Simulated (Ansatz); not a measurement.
Ideal-gas functions of C₂H₄O₂S (`CSC(=O)O`) at 800 K and 1 bar, from an Ansatz frequency run at PBE0-D4/def2-TZVP.

Molar mass 92.12 g/mol, point group Cs (symmetry number 1), electronic degeneracy 1, moments of inertia 66.17, 152.756, 215.713 u Å². Harmonic wavenumbers (cm⁻¹, unscaled): 109, 157, 228, 419, 482, 539, 709, 727, 752, 975, 987, 1136, 1328, 1366, 1457, 1470, 1812, 3075, 3168, 3180, 3775.

Use S(trans) = R[1.5 ln M + 2.5 ln T − 1.1517]; rotational temperatures θ = 24.2544 K / I; S(rot) = R[ln(√π/σ · √(T³/θAθBθC)) + 1.5]; for each mode x = 1.438777 ν̃/T, S = R[x/(eˣ − 1) − ln(1 − e⁻ˣ)] and H = RT x/(eˣ − 1); 1 cm⁻¹ = 0.0119627 kJ/mol; R = 8.31446 J/(mol·K).

Question: By hand: the entropy, in J/(mol·K).

Answer: Translation 185.8. Rotation: θ = 0.3665, 0.1588, 0.1124 K, giving 121.5. Vibration, mode by mode: 21.88, 18.86, 15.78, 10.86, 9.76, 8.89, 6.84, 6.65, 6.41, 4.63, 4.56, 3.68, 2.81, 2.66, 2.34, 2.30, 1.41, 0.22, 0.19, 0.18, 0.07, in all 131.0. Electronic 0.0. Sum 438.3 J/(mol·K).

Question: By hand: H − E and G − E in kJ/mol, counted from the electronic energy.

Answer: Zero-point energy ½ × 27851 × 0.0119627 = 166.6; thermal vibration 53.4; translation, rotation and pV give 4 RT = 26.6. H − E = 246.6 kJ/mol, and G − E = 246.6 − 800 × 438.3/1000 = -104.0 kJ/mol.

Vibration gives 30 % of the entropy, 21.9 J/(mol·K) of it from the mode under 150 cm⁻¹: soft modes count most, and the harmonic formula is weakest for them. The sum counts one conformer and one mirror image; others add a mixing term.
